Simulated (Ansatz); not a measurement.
The input, for Ansatz 0.2.0:

```yaml
crystal:
  periodic: [false, false, false]
  atoms:
    - {symbol: N, position_ang: [0.000000, 0.087442, 1.404202]}
    - {symbol: Se, position_ang: [0.000000, -0.033435, -0.238981]}
    - {symbol: H, position_ang: [0.000000, 1.404116, -0.792013]}
basis:
  gaussian: {orbitals: cc-pVDZ}
total_charge: 1
magnetization: {spin_polarized: false, initial_magnetization: 1}
correlation: {method: fic_mrcisd_q, electrons: outside_noble_gas, active_space: {window: {electrons: 11, orbitals: 9}, shells: [{species: H, l: s, shell: 1}, {species: "N", l: s, shell: 2}, {species: "N", l: p, shell: 2}, {species: Se, l: s, shell: 4}, {species: Se, l: p, shell: 4}]}}
```

```sh
$ ansatz run in.yaml --threads 1 --pin off --events-out ev --progress --plain --max-ram 4096MiB --backend cpu
```

Output:

```
899 factors; integrals over basis functions are off by at most 2.3e-7 eV
mean field evaluation 1: about -66780.7991 eV, gradient 4.4e1 eV
mean field evaluation 2: about -66780.8546 eV, gradient 4.4e1 eV
mean field evaluation 4: about -66787.2307 eV, gradient 4.8e0 eV
mean field evaluation 8: about -66787.7628 eV, gradient 8.3e-1 eV
mean field evaluation 16: about -66787.7707 eV, gradient 1.9e-6 eV
mean field evaluation 32: about -66780.2454 eV, gradient 3.4e1 eV
mean field evaluation 64: about -66784.9719 eV, gradient 2.0e-6 eV
mean field evaluation 96: about -66784.9719 eV, gradient 4.4e-3 eV
mean field -66787.77067065 eV, -2454.4053017696 hartree, gradient 1.9e-6 eV, S^2 0.750000; 9 other end points of the search recorded, 0 dependent functions left out
reference -66787.77067065 eV, -2454.4053017696 hartree; 21, 20 occupied and 25, 26 virtual orbitals, 899 factors
state -66791.19234188 eV, -2454.5310458678 hartree
contracted CI cycle   1: correlation 0.00000000 eV, 0.0000000000 hartree, residual 1.91e1 eV
contracted CI cycle   2: correlation -4.41774963 eV, -0.1623493044 hartree, residual 3.37e0 eV
contracted CI cycle   3: correlation -4.55507006 eV, -0.1673957371 hartree, residual 6.16e-1 eV
contracted CI cycle   4: correlation -4.55992362 eV, -0.1675741021 hartree, residual 1.39e-1 eV
contracted CI cycle   5: correlation -4.56016433 eV, -0.1675829483 hartree, residual 3.01e-2 eV
contracted CI cycle   6: correlation -4.56017559 eV, -0.1675833620 hartree, residual 6.14e-3 eV
contracted CI cycle   7: correlation -4.56017604 eV, -0.1675833786 hartree, residual 1.41e-3 eV
contracted CI cycle   8: correlation -4.56017607 eV, -0.1675833794 hartree, residual 3.23e-4 eV
state -66791.19234188 eV, -2454.5310458678 hartree; corrected -66796.04879929 eV, -2454.7095173857 hartree
Total energy: -66796.04879929 eV, -2454.7095173857 hartree
Checks for a lower state left out: starts, orbital_swaps
```

Ran on 1 thread of AMD EPYC 7R13, shared host: 7.5 s wall, 0.37 GiB peak host memory.
